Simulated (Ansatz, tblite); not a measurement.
**B2H6: a ladder of methods and basis sets**

Aim: run the singlet of B2H6 at one geometry on many levels, and compare frontier levels, spin and run time.

Method: as each input shows; program: Ansatz 0.2.0, Gaussian basis.

The runs, in order: GFN1-xTB, GFN2-xTB, PBE-D4/def2-TZVP, r2SCAN-D4/def2-TZVP, BHLYP-D4/def2-TZVP, ωB97X-V/def2-TZVP, CAM-B3LYP-D4/def2-TZVP, HF/def2-TZVP, PBE-QIDH/def2-TZVP, HSE06-D4/def2-TZVP, B3LYP-D4/def2-TZVP, PBE-D4/def2-SVP, PBE0-D4/def2-SVP, PBE0-D4/def2-TZVPD, PBE-D4/def2-TZVPD, r2SCAN-D4/def2-TZVPD, CCSD(T)/def2-TZVPP, MP2/def2-TZVP, RPA/def2-TZVP, CCSD(T)/def2-TZVPD.

**1. The geometry**

The geometry is that of the singlet, from an earlier relaxation (PBE-D4/def2-TZVP).

8 atoms, charge 0, spin multiplicity 1.

Bond lengths: B1–H2 1.197 Å, B1–H3 1.197 Å, B1–H4 1.321 Å, B1–B5 1.756 Å, B1–H8 1.321 Å, H4–B5 1.321 Å, B5–H6 1.197 Å, B5–H7 1.197 Å, B5–H8 1.321 Å. Angles: H2–B1–H3 121.8°, H2–B1–H4 108.9°, H2–B1–B5 119.1°, H2–B1–H8 108.9°, H3–B1–H4 108.9°, H3–B1–B5 119.1°, H3–B1–H8 108.9°, H4–B1–B5 48.3°, H4–B1–H8 96.6°, B5–B1–H8 48.3°, B1–H4–B5 83.4°, B1–B5–H4 48.3°, B1–B5–H6 119.1°, B1–B5–H7 119.1°, B1–B5–H8 48.3°, H4–B5–H6 108.9°, H4–B5–H7 108.9°, H4–B5–H8 96.6° and more.

Geometry (Å):

```csv
atom,x (Å),y (Å),z (Å)
B1,0.4969,-0.6334,0.3507
H2,1.3395,-1.1526,-0.3225
H3,0.3132,-0.9547,1.4890
H4,0.6537,0.6767,0.2964
B5,-0.4969,0.6334,-0.3507
H6,-1.3395,1.1526,0.3226
H7,-0.3132,0.9547,-1.4890
H8,-0.6536,-0.6767,-0.2965
```

PBE0-D4/def2-TZVP was run before; its log isn't repeated, and its numbers join the tables.

**2. GFN1-xTB**

Tight binding, by tblite at 300 K electronic temperature and without a spin-polarisation term:

```python
tblite.interface.Calculator('GFN1-xTB', numbers, positions, charge=0, uhf=0).singlepoint()
```

Energy -161.2189 eV, HOMO -12.23 eV, LUMO -6.00 eV; 0.003 s.

**3. GFN2-xTB**

Tight binding, by tblite at 300 K electronic temperature and without a spin-polarisation term:

```python
tblite.interface.Calculator('GFN2-xTB', numbers, positions, charge=0, uhf=0).singlepoint()
```

Energy -149.7277 eV, HOMO -11.13 eV, LUMO -5.37 eV; 0.002 s.

**4. PBE-D4/def2-TZVP**

start.molden holds the orbitals of an earlier run on this state, given as this run's starting guess.

The input, in.yaml:

```yaml
crystal:
  periodic: [false, false, false]
  atoms:
    - {symbol: B, position_ang: [0.496898, -0.633407, 0.350706]}
    - {symbol: H, position_ang: [1.339499, -1.152615, -0.322534]}
    - {symbol: H, position_ang: [0.313190, -0.954749, 1.489032]}
    - {symbol: H, position_ang: [0.653675, 0.676684, 0.296367]}
    - {symbol: B, position_ang: [-0.496881, 0.633438, -0.350664]}
    - {symbol: H, position_ang: [-1.339519, 1.152598, 0.322563]}
    - {symbol: H, position_ang: [-0.313221, 0.954747, -1.489013]}
    - {symbol: H, position_ang: [-0.653642, -0.676696, -0.296458]}
basis:
  gaussian: {orbitals: def2-TZVP, initial_orbitals: start.molden}
hamiltonian: {xc: pbe, dispersion: d4}
scf: {omitted_lower_state_checks: [starts]}
output: {orbitals: {seedname: orbitals}}
```

Launch:

```
> ansatz run in.yaml --threads 4 --pin off --events-out ev --progress --plain --max-ram 3916MiB
```

After this run come: r2SCAN-D4/def2-TZVP; BHLYP-D4/def2-TZVP; ωB97X-V/def2-TZVP; CAM-B3LYP-D4/def2-TZVP; HF/def2-TZVP; PBE-QIDH/def2-TZVP; HSE06-D4/def2-TZVP; B3LYP-D4/def2-TZVP; PBE-D4/def2-SVP; PBE0-D4/def2-SVP; PBE0-D4/def2-TZVPD; PBE-D4/def2-TZVPD; r2SCAN-D4/def2-TZVPD; CCSD(T)/def2-TZVPP; MP2/def2-TZVP; RPA/def2-TZVP; CCSD(T)/def2-TZVPD.

**Question.** What will the summary of the whole plan be? Wanted: gap in def2-TZVP, named functionals and Hartree-Fock, smallest and largest; correlation energy, CCSD(T)/def2-TZVPP; correlation energy, MP2/def2-TZVP; correlation energy, CCSD(T)/def2-TZVPD; binding an atom, CCSD(T)/def2-TZVPP; PBE0 total energy, smallest basis above largest.

**Answer**, as computed:

| quantity | value |
| --- | --- |
| gap in def2-TZVP, named functionals and Hartree-Fock, smallest and largest | 5.81 eV (PBE-D4), 15.34 eV (HF) |
| correlation energy, CCSD(T)/def2-TZVPP | -8.40 eV |
| correlation energy, MP2/def2-TZVP | -6.74 eV |
| correlation energy, CCSD(T)/def2-TZVPD | -8.11 eV |
| binding an atom, CCSD(T)/def2-TZVPP | 3.230 eV |
| PBE0 total energy, smallest basis above largest | 1.60 eV (def2-SVP, def2-TZVPD) |

**Reading.** Orbital gaps of the named functionals and Hartree-Fock in def2-TZVP span 5.81 eV (PBE-D4) to 15.34 eV (HF); exact exchange widens it. The functionals in def2-TZVP miss CCSD(T)/def2-TZVPP by +0.049 (BHLYP-D4) to +0.095 eV (CAM-B3LYP-D4) an atom. The reference is CCSD(T) in one finite basis, so it carries an error of its own, often a tenth of an eV or more, and near misses can't be ranked.
